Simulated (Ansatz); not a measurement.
## S₂: a composite energy at a relaxed geometry, step by step

Computed with the Python package of Ansatz (0.2.0).

Interactive session:
```pycon
>>> import itertools
>>> import ansatz as az
>>> from ase.data import atomic_numbers, covalent_radii
>>> import numpy as np
>>> geometry = (
...     az.Crystal.molecule()
...     .atom("S", [1.027, 0.0, 0.0])
...     .atom("S", [-1.027, 0.0, 0.0])
... )
>>> calculation = (
...     geometry.calculation()
...     .basis(gaussian="def2-SVP")
...     .functional("pbe0")
...     .spin("collinear", total=2)
... )
>>> symbols = [site.symbol for site in geometry.cartesian_sites]
>>> start = np.array([site.position_ang for site in geometry.cartesian_sites], dtype=float)
>>> data = calculation.relax(force_tolerance=0.01).run(threads=1, backend="cpu").report
>>> end = np.array(data["positions_ang"])
>>> # pairs closer than 1.2 times the sum of covalent radii, before or after
>>> radius = [covalent_radii[atomic_numbers[s]] for s in symbols]
>>> span = lambda where, i, j: np.linalg.norm(where[i] - where[j])
>>> bonded = [(i, j) for i, j in itertools.combinations(range(len(symbols)), 2) if min(span(start, i, j), span(end, i, j)) < 1.2 * (radius[i] + radius[j])]
>>> print("pair        before    after (A)")
pair        before    after (A)
>>> for i, j in bonded:
...     print(f"{symbols[i]}{i}-{symbols[j]}{j}".ljust(10), f"{span(start, i, j):8.4f} {span(end, i, j):8.4f}")
...
S0-S1        2.0540   1.9039
>>> minimum = az.Crystal.molecule()
>>> for symbol, place in zip(symbols, end):
...     minimum = minimum.atom(symbol, place.tolist())
...
>>> at_minimum = minimum.calculation().spin("collinear", total=2)
>>> # MP2 extrapolated to the basis limit, plus the small-basis difference CCSD(T) - MP2
>>> level = lambda method, basis: at_minimum.basis(gaussian=basis).correlation(method).run(threads=1, backend="cpu").report
>>> small, large, cluster = level("mp2", "cc-pVDZ"), level("mp2", "cc-pVTZ"), level("ccsd_t", "cc-pVDZ")
>>> corr = lambda each: (each["free_energy_ev"] - each["reference_energy_ev"]) / 27.211386246
>>> mp2_limit = (27 * corr(large) - 8 * corr(small)) / 19
>>> pieces = {"HF / cc-pVTZ": large["reference_energy_ev"] / 27.211386246, "MP2 correlation, DZ-TZ limit": mp2_limit, "CCSD(T) - MP2 / cc-pVDZ": corr(cluster) - corr(small)}
>>> for name, value in pieces.items():
...     print(f"{name:32s} {value:14.6f} Ha")
...
HF / cc-pVTZ                        -795.096162 Ha
MP2 correlation, DZ-TZ limit          -0.344190 Ha
CCSD(T) - MP2 / cc-pVDZ               -0.031727 Ha
>>> print(f"{'sum':32s} {sum(pieces.values()):14.6f} Ha")
sum                                 -795.472080 Ha
>>> print("T1 diagnostic", round(cluster["correlation"]["coupled_cluster"]["t1_diagnostic"], 4))
T1 diagnostic 0.0138
```

The settings weren't tested for convergence. The sum leaves out core correlation, relativity, the Hartree-Fock basis error and zero-point energy; a DZ-TZ extrapolation is rough. The run takes the species as open-shell (spin multiplicity 3), which needn't be its ground state. Inner cores stay frozen, so this is valence correlation. For Al to Cl the sets with a tight d function, cc-pV(X+d)Z, are usual. The spin state was assumed, and another may lie lower. An extrapolation from small basis sets is rough. Run time: 12 s on 1 thread of Arm Neoverse N1, with other jobs on the host, peak memory 0.19 GiB.
